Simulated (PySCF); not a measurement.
Where the electron goes

C5H12O.
Geometry (GFN2-xTB, Å), atoms numbered from 1 in this order:
```
atom  x, y, z in Å
C1     2.0573    0.4165    0.3510
O2     0.7637    0.5209    0.8857
C3    -0.3225    0.0148    0.1085
C4    -0.1920   -1.4944   -0.1386
C5    -1.5521    0.2892    0.9801
C6    -0.4619    0.7566   -1.2279
H7     2.3572   -0.6238    0.1858
H8     2.7156    0.8569    1.0985
H9     2.1669    0.9726   -0.5861
H10   -1.1174   -1.8761   -0.5612
H11    0.6153   -1.7144   -0.8334
H12    0.0029   -2.0077    0.8002
H13   -1.4445   -0.2199    1.9337
H14   -2.4562   -0.0576    0.4883
H15   -1.6337    1.3556    1.1704
H16    0.3507    0.5072   -1.9065
H17   -0.4594    1.8308   -1.0570
H18   -1.3987    0.4792   -1.7032
```

Method used: TDDFT wB97X-D/def2-SVPD, vertical, gas phase, core orbitals frozen in the response in PySCF 2.14.0, density-fitted response routines.

Frontier orbitals with the atoms that hold most of them (Löwdin shares over 4%, at most four atoms; ? is withheld):

```tsv
orbital	ε (eV)	atoms
HOMO-3	-11.59	C5 18%, C3 17%, O2 16%, C1 8%
HOMO-2	-11.55	C3 16%, C4 16%, C6 16%, C5 10%
HOMO-1	-10.41	?
HOMO	-9.20	O2 57%, C1 10%, C3 7%, C6 6%
LUMO	2.30	?
LUMO+1	2.93	C1 20%, C5 11%, H7 10%, H9 10%
LUMO+2	3.27	C4 14%, C6 14%, H12 10%, H17 10%
```

Problem. Which atoms hold the HOMO-1, and with what shares?

Solution. O2 (bonded to 2 C) 39%; C3 (bonded to 3 C and O) 14%; C1 (bonded to O and 3 H) 10%; C5 (bonded to C and 3 H) 10%. By element: oxygen 39%, carbon 33% or more.

Problem. Give the leading atoms of the LUMO.

Solution. C4 (bonded to C and 3 H) 13%; C6 (bonded to C and 3 H) 13%; C1 (bonded to O and 3 H) 12%; C5 (bonded to C and 3 H) 8%.

Problem. How does S1 compare with the orbital gap of 11.50 eV?

Solution. S1 is at 7.45 eV (f = 0.0002), 4.05 eV below the gap, made of HOMO→LUMO (86%). 

Problem. Give energy, strength and leading configuration of S1 and S2, and follow the Löwdin shares of the leading atoms from the occupied to the empty orbital.

Solution. 
- S1 (7.45 eV, f 0.0002), HOMO→LUMO (86%): O2 57% → at most 8%, C1 10% → 12%, C4 at most 7% → 13%, C6 6% → 13%
- S2 (8.16 eV, f 0.024), HOMO→LUMO+1 (70%): O2 57% → at most 11%, C1 10% → 20%, C5 at most 7% → 11%
